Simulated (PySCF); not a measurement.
Structure problem from calculated spectra and properties.

Elements present: C, H and S. Monoisotopic mass: 137.9632 u.

| Quantity | Value |
| --- | --- |
| 1H NMR | chemical shifts (computed TMS as zero) by class: 4.09 (6 H) ppm [GIAO PBE0/pcSseg-1] |
| Rotational structure | rotational constants A, B, C: 2.218, 2.215, 1.214 GHz [GFN2-xTB] |
| Dipole | 2.38 D [PBE0/pcSseg-1] |
| 13C NMR | chemical shifts (computed TMS as zero) by class: 49.6 (3 C) ppm [GIAO PBE0/pcSseg-1] |
| NMR, other nuclei | isotropic shieldings of nuclei other than C and H, by class: 471 (3 S) ppm [GIAO PBE0/pcSseg-1] |

The electronic properties come from PySCF, for the isolated species, density fitting. Levels stand in brackets. Isolated species at its GFN2-xTB geometry (one conformer only). NMR classes are plain means over equivalent atoms (diastereotopic ones count apart unless rotation or inversion swaps them), as if these changed places fast.

Question: Which formula fits the mass and the elements?

Answer: C3H6S3 (calculated 137.9632). No other formula that holds each of these elements comes within 0.0003 u with a fitting electron parity and a possible valence count.

Question: Propose a structure and show how it fits.

Answer: Numbering: `[CH2:1]1[S:2][CH2:3][S:4][CH2:5][S:6]1`. Its formula, C3H6S3, gives 1 degree of unsaturation: 1 ring and 0 π bonds in the structure found. 3 carbons fall into 1 class: ring sp3 carbon bound to sulfur [C1/C3/C5] (49.6 ppm, 3 C). All hydrogens form one class (4.09 ppm): methylene hydrogen. The other shieldings belong to: 471 ppm, sulfide sulfur [S2/S4/S6]. The optimised geometry has point group C3v and is an oblate symmetric top (the spread among constants that symmetry makes equal is optimisation noise). Structure: trithiane (`C1SCSCS1`). The assignments are read from this structure; whether some other isomer fits the data as well wasn't checked.
